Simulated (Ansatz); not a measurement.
We consider trigonal Te, described by PBE (Ansatz, a first-principles code, plane waves, PAW).

Run with plane-wave cutoff 520 eV, 12×12×6 k mesh (along the axes of the cell as run), Fermi–Dirac smearing 0.01 eV, scalar-relativistic PAW data made under PBE.

Starting structure:

```yaml
crystal:
  lattice:
    - [4.46000, 0.00000, 0.00000]
    - [-2.23000, 3.86247, 0.00000]
    - [0.00000, 0.00000, 5.93000]
  atoms:
    - { symbol: Te, position: [0.00000, 0.26300, 0.66667] }
    - { symbol: Te, position: [0.73700, 0.73700, 0.00000] }
    - { symbol: Te, position: [0.26300, 0.00000, 0.33333] }
```

Task: Into what structure does the relaxation of cell and atoms lead at this level, with the symmetry of the start kept?

Result: The volume rises by 3.1 %; final space group P3_121.
```yaml
crystal:
  lattice:
    - [4.52010, 0.00000, 0.00000]
    - [-2.26005, 3.91452, 0.00000]
    - [0.00000, 0.00000, 5.95424]
  atoms:
    - { symbol: Te, position: [0.00000, 0.26819, 0.66667] }
    - { symbol: Te, position: [0.73181, 0.73181, 0.00000] }
    - { symbol: Te, position: [0.26819, 0.00000, 0.33333] }
```

Note: the cell comes from a level without a dispersion term, which matters for the spacing of layers, chains or molecules.
